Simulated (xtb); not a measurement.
# GFN2-xTB run of [HF2]− (SMILES F[H-]F)

We compute a geometry optimisation of [HF2]−. 

The results are computed with xtb 6.7.1.

5 further runs of the same task are left out: 5 set aside as unsound or not needed.

## (1) Starting point

The species is [HF2]− (3 atoms), meant as a singlet with charge -1. As SMILES, `F[H-]F`. Geometry: relaxed at PBE0-D4/def2-TZVPD. The run starts from this shape.

A long bond or contact: F1–H2 1.143 Å.

## (2) A structure relaxation at GFN2-xTB

struc.xyz reads:

```xyz
3
F2H
F     -0.97320     0.34440    -0.49100
H      0.00000     0.00000     0.00000
F      0.97320    -0.34440     0.49100
```

The run is started by

```bash
xtb struc.xyz -o vtight --gfn2 --chrg -1 --parallel 1 > xtb.out
```

**Question.** What will come out? Wanted: total energy at the end; HOMO energy; LUMO energy; HOMO–LUMO gap; dispersion energy; mean polarisability.

Answer, from the run:

At GFN2-xTB:

| quantity | value |
| --- | --- |
| total energy at the end | -10.20327 Eh |
| HOMO energy | -4.33 eV |
| LUMO energy | 13.11 eV |
| HOMO–LUMO gap | 17.44 eV |
| dispersion energy | -0.88 kJ/mol |
| mean polarisability (D4 model) | 11.1 bohr³ |

What this shows: At the final geometry: A long bond or contact: F1–H2 1.141 Å. The optimisation took 4 steps and changed the energy by -0.000 eV.
